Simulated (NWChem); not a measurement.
# C2H3O (acetyl radical) at 6 levels

Aim: a comparison of 6 runs (U-r2SCAN/def2-TZVP, U-revPBE/def2-TZVP, UBLYP/def2-TZVP, UPBE/def2-TZVP, USVWN5/def2-TZVP, UTPSS/def2-TZVP) of C2H3O (acetyl radical). 

The results are computed with NWChem 7.3.0.

**1. The molecule**

C2H3O has 6 atoms, charge 0, and is taken as a doublet. As SMILES, `C[C]=O`. The shape is that of a PBE0-D4/def2-TZVP optimisation.

Bond lengths: C1–C2 1.497 Å, C2–O3 1.175 Å, C1–H4 1.091 Å, C1–H5 1.094 Å, C1–H6 1.092 Å. Angles: C1–C2–O3 129.3°, C2–C1–H4 108.7°, C2–C1–H5 111.4°, C2–C1–H6 108.4°, H4–C1–H5 110.6°, H4–C1–H6 107.1°, H5–C1–H6 110.5°.

**2. Energy and gradient at U-r2SCAN/def2-TZVP (run 1)**

Input file nw.nw:

```
start nw
title "C2H3O r2SCAN"
memory 2200 mb
charge 0

geometry units angstrom noautosym nocenter noautoz
  C    -0.150600    0.360900   -0.246200
  C    -0.095300   -0.937800    0.496900
  O     0.811800   -1.439800    1.050900
  H    -0.929700    0.983800    0.196900
  H     0.814100    0.875700   -0.222400
  H    -0.450200    0.157100   -1.276100
end

basis spherical bse
  C library def2-TZVP
  O library def2-TZVP
  H library def2-TZVP
end

dft
  xc r2scan
  mult 2
  grid fine
  convergence energy 1e-08
  maxiter 100
  mulliken
  noprint "final vectors analysis"
end

task dft gradient
```

Launch:

```bash
nwchem nw.nw > nw.out
```

Log:

```text
[...]
          Wavefunction type:  spin polarized.
          No. of atoms     :     6
          No. of electrons :    23
[...]
          Charge           :     0
          Spin multiplicity:     2
[...]
          AO basis - number of functions:   111
[...]
              XC Information
              --------------
                      r^2SCAN Method XC Functional
               r^2SCAN metaGGA Exchange Functional  1.000
                     r^2SCAN Correlation Potential  1.000
[...]
 d= 0,ls=0.0,diis     1   -153.0777824662 -2.16D+02  6.43D-03  1.84D-01     3.3
[...]
 d= 0,ls=0.0,diis    12   -153.1586711517 -4.20D-09  2.08D-07  3.35D-10    37.2
[...]
         Total DFT energy =     -153.158671151680
      One electron energy =     -332.429548780781
           Coulomb energy =      136.435146477845
    Exchange-Corr. energy =      -20.420096132006
 Nuclear repulsion energy =       63.255827283261
[...]
      Total Density - Mulliken Population Analysis
     ---------------------------------------------
    Atom       Charge   Shell Charges
 -----------   ------   -------------------------------------------------------
    1 C    6     6.21   0.86  1.12  0.51  0.69 -0.00  1.32  1.30  0.37  0.01  0.02  0.00
    2 C    6     5.97   0.86  1.11  0.56  0.65  0.26  1.18  0.99  0.19  0.04  0.10  0.02
    3 O    8     8.19   0.79  1.18  0.62  0.90  0.34  1.87  1.79  0.67  0.00  0.03  0.00
    4 H    1     0.87   0.27  0.48  0.10  0.02
    5 H    1     0.89   0.27  0.48  0.12  0.02
    6 H    1     0.87   0.27  0.48  0.10  0.02
[...]
      <S2> =      0.7538 (Exact =     0.7500)
[...]
  wavefunction    = open shell
                         DFT ENERGY GRADIENTS
    atom               coordinates                        gradient
                 x          y          z           x          y          z
   1 C      -0.284593   0.682002  -0.465251   -0.000131  -0.000990   0.000514
   2 C      -0.180091  -1.772185   0.939005    0.008555  -0.002761   0.004183
   3 O       1.534080  -2.720827   1.985913   -0.008397   0.004311  -0.004982
   4 H      -1.756878   1.859112   0.372087    0.000172  -0.000108   0.000184
   5 H       1.538426   1.654833  -0.420275   -0.000422  -0.000285   0.000031
   6 H      -0.850755   0.296876  -2.411479    0.000223  -0.000166   0.000070
[...]
```

It took 48 s on 1 thread of Intel Xeon Platinum 8488C (Sapphire Rapids), shared host; peak memory 0.13 GiB.

**3. Energy and forces at U-revPBE/def2-TZVP (run 2)**

Input file input.xyz:

```xyz
6

C     -0.150600     0.360900    -0.246200
C     -0.095300    -0.937800     0.496900
O      0.811800    -1.439800     1.050900
H     -0.929700     0.983800     0.196900
H      0.814100     0.875700    -0.222400
H     -0.450200     0.157100    -1.276100
```

Input file run.py:

```python
from ase.io import read
from ase.calculators.nwchem import NWChem

mol = read('input.xyz')

calc = NWChem(
    label='input',
    theory='dft',
    memory='2200 mb',
    basis='def2-TZVP',
    basispar='spherical bse',
    dft={'xc': 'revpbe cpbe96', 'mult': '2', 'grid': 'fine', 'convergence': 'energy 1e-08', 'iterations': '100', 'mulliken': None},
)
mol.calc = calc

forces = mol.get_forces()
e = mol.get_potential_energy()
print(f"E = {e:.6f} eV")
print("forces (eV/A):")
for s, f in zip(mol.symbols, forces):
    print(f"{s:2s} {f[0]:10.5f} {f[1]:10.5f} {f[2]:10.5f}")
```

Launch:

```bash
export ASE_NWCHEM_COMMAND="nwchem PREFIX.nwi > PREFIX.nwo"
python run.py
```

Log:

```text
E = -4168.854421 eV
forces (eV/A):
C     0.00463    0.11097   -0.06006
C    -1.23619    0.28930   -0.53731
O     1.25336   -0.71477    0.77951
H    -0.20060    0.16908    0.09477
H     0.26369    0.17705   -0.01399
H    -0.08490   -0.03162   -0.26292
```

The calculator wrote input.nwi:

```
title "input"

permanent_dir input

scratch_dir input

start input

geometry units angstrom nocenter noautosym noautoz
  C  -1.5060000000000001e-01 3.6090000000000000e-01 -2.4620000000000000e-01
  C  -9.5299999999999996e-02 -9.3779999999999997e-01 4.9690000000000001e-01
  O  8.1179999999999997e-01 -1.4398000000000000e+00 1.0508999999999999e+00
  H  -9.2969999999999997e-01 9.8380000000000001e-01 1.9689999999999999e-01
  H  8.1410000000000005e-01 8.7570000000000003e-01 -2.2239999999999999e-01
  H  -4.5019999999999999e-01 1.5709999999999999e-01 -1.2761000000000000e+00
end

memory 2200 mb

basis spherical bse noprint
   * library def2-TZVP
end

dft
  xc revpbe cpbe96
  mult 2
  grid fine
  convergence energy 1e-08
  iterations 100
  mulliken
end

task dft gradient
```

input.nwo, cut to the lines that bear on the results:

```text
[...]
      One electron energy =     -332.410015722543
[... 2 lines left out ...]
 Nuclear repulsion energy =       63.255827283261
[... 1714 lines left out ...]
          Convergence on energy requested:  1.00D-08
[... 21 lines left out ...]
          Spatial weights used:  Erf1
[...]
  wavefunction    = open shell
                         DFT ENERGY GRADIENTS
    atom               coordinates                        gradient
                 x          y          z           x          y          z
   1 C      -0.284593   0.682002  -0.465251   -0.000090  -0.002158   0.001168
   2 C      -0.180091  -1.772185   0.939005    0.024040  -0.005626   0.010449
   3 O       1.534080  -2.720827   1.985913   -0.024374   0.013900  -0.015159
   4 H      -1.756878   1.859112   0.372087    0.003901  -0.003288  -0.001843
   5 H       1.538426   1.654833  -0.420275   -0.005128  -0.003443   0.000272
   6 H      -0.850755   0.296876  -2.411479    0.001651   0.000615   0.005113
[...]
```

It took 37 s on 1 thread of Intel Xeon Platinum 8488C (Sapphire Rapids), shared host; peak memory 0.13 GiB.

Run 3 isn't shown in full; the table further down has it.

**4. Energy and gradient at UPBE/def2-TZVP (run 4)**

Input file a.xyz:

```xyz
6
C2H3O
C     -0.150600     0.360900    -0.246200
C     -0.095300    -0.937800     0.496900
O      0.811800    -1.439800     1.050900
H     -0.929700     0.983800     0.196900
H      0.814100     0.875700    -0.222400
H     -0.450200     0.157100    -1.276100
```

Input file a.nw:

```
start a
title "C2H3O"
memory stack 880 mb heap 220 mb global 1100 mb
charge 0

geometry units angstroms noautosym nocenter noautoz
  load format xyz a.xyz
end

basis spherical bse
  * library def2-TZVP
end

dft
  xc xpbe96 cpbe96
  mult 2
  grid fine
  convergence energy 1e-08
  maxiter 100
  mulliken
  print medium
end

task dft gradient
```

Launch:

```bash
nwchem a.nw > a.out
```

Log:

```text
[...]
          Wavefunction type:  spin polarized.
          No. of atoms     :     6
          No. of electrons :    23
[...]
          Charge           :     0
          Spin multiplicity:     2
[...]
          AO basis - number of functions:   111
[...]
              XC Information
              --------------
          PerdewBurkeErnzerhof Exchange Functional  1.000
            Perdew 1991 LDA Correlation Functional  1.000 local
           PerdewBurkeErnz. Correlation Functional  1.000 non-local
[...]
 d= 0,ls=0.0,diis     1   -152.9695950142 -2.16D+02  1.08D-02  2.31D-01     2.9
[...]
 d= 0,ls=0.0,diis    12   -153.0612959693 -1.05D-09  2.92D-07  1.77D-10    31.3
[...]
         Total DFT energy =     -153.061295969253
      One electron energy =     -332.405247939581
           Coulomb energy =      136.394894677563
    Exchange-Corr. energy =      -20.306769990496
 Nuclear repulsion energy =       63.255827283261
[...]
      Total Density - Mulliken Population Analysis
     ---------------------------------------------
    Atom       Charge   Shell Charges
 -----------   ------   -------------------------------------------------------
    1 C    6     6.23   0.85  1.12  0.52  0.67 -0.02  1.35  1.28  0.41  0.01  0.03  0.00
    2 C    6     6.03   0.86  1.11  0.58  0.63  0.30  1.22  0.97  0.22  0.04  0.09  0.02
    3 O    8     8.12   0.79  1.18  0.62  0.90  0.29  1.88  1.73  0.69  0.00  0.03  0.00
    4 H    1     0.86   0.27  0.46  0.11  0.02
    5 H    1     0.89   0.27  0.46  0.14  0.02
    6 H    1     0.86   0.27  0.46  0.11  0.02
[...]
      <S2> =      0.7519 (Exact =     0.7500)
[...]
  wavefunction    = open shell
                         DFT ENERGY GRADIENTS
    atom               coordinates                        gradient
                 x          y          z           x          y          z
   1 C      -0.284593   0.682002  -0.465251   -0.000384   0.000883  -0.000626
   2 C      -0.180091  -1.772185   0.939005    0.019671  -0.006625   0.009695
   3 O       1.534080  -2.720827   1.985913   -0.019634   0.010882  -0.012045
   4 H      -1.756878   1.859112   0.372087    0.003563  -0.002820  -0.001662
   5 H       1.538426   1.654833  -0.420275   -0.004781  -0.002967   0.000122
   6 H      -0.850755   0.296876  -2.411479    0.001565   0.000647   0.004516
[...]
```

Wall time 39 s (1 thread of Intel Xeon Platinum 8488C (Sapphire Rapids), shared host); peak memory 0.13 GiB.

Run 5 isn't shown in full; the table further down has it.

**5. Energy and gradient at UTPSS/def2-TZVP (run 6)**

Input file job.nw:

```
start job
title "C2H3O"
memory total 2200 mb
charge 0

geometry units angstrom noautosym nocenter noautoz
C     -0.150600     0.360900    -0.246200
C     -0.095300    -0.937800     0.496900
O      0.811800    -1.439800     1.050900
H     -0.929700     0.983800     0.196900
H      0.814100     0.875700    -0.222400
H     -0.450200     0.157100    -1.276100
end

basis spherical bse
* library def2-TZVP
end

dft
xc xtpss03 ctpss03
mult 2
grid fine
convergence energy 1e-08
maxiter 100
mulliken
end

task dft gradient
```

Launch:

```bash
nwchem job.nw > job.out
```

Log:

```text
[...]
          Wavefunction type:  spin polarized.
          No. of atoms     :     6
          No. of electrons :    23
[...]
          Charge           :     0
          Spin multiplicity:     2
[...]
          AO basis - number of functions:   111
[...]
              XC Information
              --------------
                  TPSS metaGGA Exchange Functional  1.000
             TPSS03 metaGGA Correlation Functional  1.000
[...]
 d= 0,ls=0.0,diis     1   -153.1809772065 -2.16D+02  8.60D-03  1.89D-01     3.4
[...]
 d= 0,ls=0.0,diis    12   -153.2682806479 -2.75D-09  4.01D-07  3.58D-10    38.0
[...]
         Total DFT energy =     -153.268280647896
      One electron energy =     -332.450706620921
           Coulomb energy =      136.466684026411
    Exchange-Corr. energy =      -20.540085336648
 Nuclear repulsion energy =       63.255827283261
[...]
      Total Density - Mulliken Population Analysis
     ---------------------------------------------
    Atom       Charge   Shell Charges
 -----------   ------   -------------------------------------------------------
    1 C    6     6.23   0.86  1.12  0.52  0.67 -0.03  1.33  1.32  0.39  0.02  0.04  0.00
    2 C    6     6.02   0.86  1.11  0.57  0.65  0.27  1.20  1.00  0.20  0.04  0.10  0.02
    3 O    8     8.14   0.79  1.18  0.62  0.90  0.30  1.88  1.75  0.68  0.00  0.03  0.00
    4 H    1     0.86   0.27  0.47  0.10  0.02
    5 H    1     0.89   0.27  0.47  0.13  0.02
    6 H    1     0.86   0.27  0.47  0.10  0.02
[...]
      <S2> =      0.7529 (Exact =     0.7500)
[...]
  wavefunction    = open shell
                         DFT ENERGY GRADIENTS
    atom               coordinates                        gradient
                 x          y          z           x          y          z
   1 C      -0.284593   0.682002  -0.465251   -0.000099  -0.004449   0.002478
   2 C      -0.180091  -1.772185   0.939005    0.018721  -0.003204   0.007488
   3 O       1.534080  -2.720827   1.985913   -0.018606   0.010116  -0.011306
   4 H      -1.756878   1.859112   0.372087    0.001400  -0.001224  -0.000800
   5 H       1.538426   1.654833  -0.420275   -0.001955  -0.001532   0.000222
   6 H      -0.850755   0.296876  -2.411479    0.000540   0.000294   0.001918
[...]
```

It took 49 s on 1 thread of Intel Xeon Platinum 8488C (Sapphire Rapids), shared host; peak memory 0.13 GiB.

**6. All runs side by side**

| run | level | energy (Eh) | dipole moment (D) | ⟨S²⟩ | largest force (eV/Å) | wall time |
| --- | --- | --- | --- | --- | --- | --- |
| 1 | U-r2SCAN/def2-TZVP | -153.158671 | 2.56 | 0.754 | 0.549 | 48 s |
| 2 | U-revPBE/def2-TZVP | -153.202575 | 2.40 | 0.752 | 1.640 | 37 s |
| 3 | UBLYP/def2-TZVP | -153.203452 | 2.42 | 0.752 | 1.474 | 36 s |
| 4 | UPBE/def2-TZVP | -153.061296 | 2.42 | 0.752 | 1.310 | 39 s |
| 5 | USVWN5/def2-TZVP | -151.973199 | 2.52 | 0.751 | 0.711 | 26 s |
| 6 | UTPSS/def2-TZVP | -153.268281 | 2.45 | 0.753 | 1.234 | 49 s |

**7. Summary of results**

| quantity | value |
| --- | --- |
| run 6: total energy | -153.26828 Eh |
| run 6: dipole moment | 2.45 D |
| run 6: HOMO energy (highest over α and β) | -4.39 eV |
| run 6: LUMO energy (lowest over α and β) | -2.41 eV |
| run 6: ⟨S²⟩ | 0.753 |
| run 6: largest force on an atom | 1.234 eV/Å |

In words: The dipole moment (its size) runs from 2.40 D (U-revPBE/def2-TZVP) to 2.56 D (U-r2SCAN/def2-TZVP). Totals of different functionals can't be ranked against each other. All runs together took 3.9 min, the longest 49 s.
